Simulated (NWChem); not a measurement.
# PO (Phosphorus monoxide): levels of theory compared

We compute a comparison of 4 runs (UHF/STO-3G, UHF/def2-TZVP, USVWN5/6-31G, UB3LYP/6-31G*) of PO (Phosphorus monoxide). 

The calculation is run with NWChem 7.3.0.

3 further runs of the same task are left out: 3 set aside as unsound or not needed. Runs told in other sessions of the task aren't counted.

### Step 1. The molecule

The species is PO (2 atoms), meant as a doublet with charge 0. SMILES: `O=[P]`. The coordinates come from a PBE0-D4/def2-TZVP relaxation.

Bond lengths: O1–P2 1.474 Å.

### Step 2. Energy and gradient at UHF/STO-3G (run 1)

Contents of op.nw:

```
start op
title "OP"
memory stack 880 mb heap 220 mb global 1100 mb

geometry noautosym nocenter noautoz
  O      0.000000     0.000000    -0.009450
  P      0.000000     0.000000     1.464540
end

basis "ao basis" spherical bse
  * library STO-3G
end

scf
  nopen 1
  uhf
  thresh 1e-08
  maxiter 80
  noprint "final vectors analysis"
end

task scf gradient
```

Run with:

```
nwchem op.nw > op.out
```

Standard output:

```text
[...]
  functions       =    14
[...]
  wavefunction    = UHF
[...]
         Total SCF energy =   -410.697306431700
      One electron energy =   -658.531787580493
      Two electron energy =    204.753273080920
 Nuclear repulsion energy =     43.081208067873
                       Sz =      0.5000
                 Sz(Sz+1) =      0.7500
                      S^2 =      1.3061
[...]
                         UHF ENERGY GRADIENTS
    atom               coordinates                        gradient
                 x          y          z           x          y          z
   1 O       0.000000   0.000000  -0.017858    0.000000  -0.000000   0.149756
   2 P       0.000000   0.000000   2.767579   -0.000000   0.000000  -0.149756
[...]
```

Wall time 1.2 s (1 thread of Intel Xeon Platinum 8559C (Emerald Rapids), shared host); peak memory 0.11 GiB.

### Step 3. Energy and forces at UHF/def2-TZVP (run 2)

Contents of op.nw:

```
start op
title "OP"
memory 2200 mb

geometry units bohr noautosym nocenter noautoz
 O      0.00000000     0.00000000    -0.01785791
 P      0.00000000     0.00000000     2.76757950
end

basis spherical bse
 * library def2-TZVP
end

scf
 nopen 1
 uhf
 thresh 1e-08
 maxiter 80
 noprint "final vectors analysis"
end

task scf gradient
```

Run with:

```
nwchem op.nw > op.out
```

Standard output:

```text
[...]
  functions       =    68
[...]
  wavefunction    = UHF
[...]
         Total SCF energy =   -415.622101172860
      One electron energy =   -660.648875715119
      Two electron energy =    201.945569569141
 Nuclear repulsion energy =     43.081204973118
                       Sz =      0.5000
                 Sz(Sz+1) =      0.7500
                      S^2 =      0.7716
[...]
                         UHF ENERGY GRADIENTS
    atom               coordinates                        gradient
                 x          y          z           x          y          z
   1 O       0.000000   0.000000  -0.017858    0.000000  -0.000000  -0.047389
   2 P       0.000000   0.000000   2.767580   -0.000000   0.000000   0.047389
[...]
```

Run time: 29 s. Hardware: 1 thread of Intel Xeon Platinum 8559C (Emerald Rapids), shared host; peak memory 0.11 GiB.

Run 3 isn't shown in full; the table further down has it.

### Step 4. Energy and forces at UB3LYP/6-31G(d) (spherical functions) (run 4)

Contents of geom.nw:

```
start geom
memory stack 880 mb heap 220 mb global 1100 mb
charge 0

geometry units atomic noautosym nocenter noautoz
 O   0.00000000  0.00000000 -0.01785791
 P   0.00000000  0.00000000  2.76757950
end

basis spherical bse
 O library 6-31G*
 P library 6-31G*
end

dft
 xc b3lyp
 mult 2
 grid xfine
 convergence energy 1e-08
 maxiter 100
 mulliken
end

task dft gradient
```

Run with:

```
nwchem geom.nw > geom.out
```

Standard output:

```text
[...]
          Wavefunction type:  spin polarized.
          No. of atoms     :     2
          No. of electrons :    23
[...]
          Charge           :     0
          Spin multiplicity:     2
[...]
          AO basis - number of functions:    32
[...]
              XC Information
              --------------
                         B3LYP Method XC Potential
                     Hartree-Fock (Exact) Exchange  0.200
                        Slater Exchange Functional  0.800 local
                    Becke 1988 Exchange Functional  0.720 non-local
              Lee-Yang-Parr Correlation Functional  0.810
                  VWN I RPA Correlation Functional  0.190 local
[...]
 d= 0,ls=0.0,diis     1   -416.4336853954 -4.60D+02  2.66D-02  1.61D-01     0.7
[...]
 d= 0,ls=0.0,diis    10   -416.5259077694 -9.57D-09  4.27D-06  5.83D-10     4.9
[...]
         Total DFT energy =     -416.525907769431
      One electron energy =     -660.794888337853
           Coulomb energy =      233.006304222552
    Exchange-Corr. energy =      -31.818528627248
 Nuclear repulsion energy =       43.081204973118
[...]
      Total Density - Mulliken Population Analysis
     ---------------------------------------------
    Atom       Charge   Shell Charges
 -----------   ------   -------------------------------------------------------
    1 O    8     8.40   2.00  0.95  2.82  0.93  1.68  0.02
    2 P   15    14.60   2.00  2.00  5.97  1.30  1.96  0.58  0.64  0.15
[...]
      <S2> =      0.7525 (Exact =     0.7500)
[...]
  wavefunction    = open shell
                         DFT ENERGY GRADIENTS
    atom               coordinates                        gradient
                 x          y          z           x          y          z
   1 O       0.000000   0.000000  -0.017858    0.000000  -0.000000   0.030742
   2 P       0.000000   0.000000   2.767580   -0.000000   0.000000  -0.030742
[...]
```

Wall time 6.6 s (1 thread of Intel Xeon Platinum 8559C (Emerald Rapids), shared host); peak memory 0.12 GiB.

### Step 5. All runs side by side

```csv
run,level,iteration cap,module,energy (Eh),dipole moment (D),⟨S²⟩,largest force (eV/Å),wall time
1,UHF/STO-3G,80,scf,-410.697306,1.02,1.306,7.701,1.2 s
2,UHF/def2-TZVP,80,scf,-415.622101,2.64,0.772,2.437,29 s
3,USVWN5/6-31G,100,dft,-414.645301,1.84,0.750,7.314,4.2 s
4,UB3LYP/6-31G* (spherical functions),100,dft,-416.525908,1.93,0.752,1.581,6.6 s
```

### Step 6. Results

| quantity | value |
| --- | --- |
| run 4: total energy | -416.52591 Eh |
| run 4: dipole moment | 1.93 D |
| run 4: HOMO energy (highest over α and β) | -5.21 eV |
| run 4: LUMO energy (lowest over α and β) | -3.25 eV |
| run 4: ⟨S²⟩ | 0.752 |
| run 4: largest force on an atom | 1.581 eV/Å |

In words: The dipole moment (its size) runs from 1.02 D (UHF/STO-3G) to 2.64 D (UHF/def2-TZVP). Totals of different functionals can't be ranked against each other. In run 1 the basis is minimal, so the values are rough. Spin contamination of the reference: run 1 ⟨S²⟩ = 1.31. All runs together took 41 s, the longest 29 s.
